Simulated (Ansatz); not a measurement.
# Pd (Pd, fcc): the cost of one run

Program: Ansatz 0.2.0. Level of theory: DFT LDA (PW92), plane waves (420 eV) with PAW, scalar-relativistic; the PAW data stem from PBE, with regenerated cores. These are calculated values, not measurements.

## Step 1: The system as given

The structure is cubic, space group Fm-3m (No. 225). Conventional cell: a = 3.890 Å, b = 3.890 Å, c = 3.890 Å, α = 90.00°, β = 90.00°, γ = 90.00°. Pd (site symmetry m-3m) has 12 Pd at 2.75 Å as nearest neighbours.

As a file:

```xyz
2
Lattice="2.7505 0.0000 0.0000 0.0000 2.7505 0.0000 0.0000 0.0000 3.8898" Properties=species:S:1:pos:R:3 pbc="T T T"
Pd    0.0000    0.0000    0.0000
Pd    1.3753    1.3753    1.9449
```

Starting moments (μB): +0.5, -0.5.

## Step 2: Geometry optimisation

File input.yaml:

```yaml
crystal:
  lattice:
    - [2.7505039575, 0.0, 0.0]
    - [0.0, 2.7505039575, 0.0]
    - [0.0, 0.0, 3.8898]
  atoms:
    - { symbol: Pd, position: [0.0, 0.0, 0.0], spin: 0.5 }
    - { symbol: Pd, position: [0.5, 0.5, 0.5], spin: -0.5 }
hamiltonian:
  xc: lda
  pseudopotentials:
    kind: paw
    azcp:
      Pd: "pseudopotentials/Pd.paw.azcp"
basis:
  ecutwfc: 420
  fft_grid_basis: typed
kpoints:
  mp_grid: { grid: [11, 11, 8], shift: [0, 0, 0] }
magnetization:
  spin_polarized: true
scf:
  occupations: { method: fermi_dirac, width: 0.05 }
relax:
  max_steps: 60
  f_tol: 0.01
  cell: {}
```

Q: Estimate wall time and peak memory on 4 threads of an x86-64 CPU, shared host.

About 12 s, with a peak of 0.44 GiB.
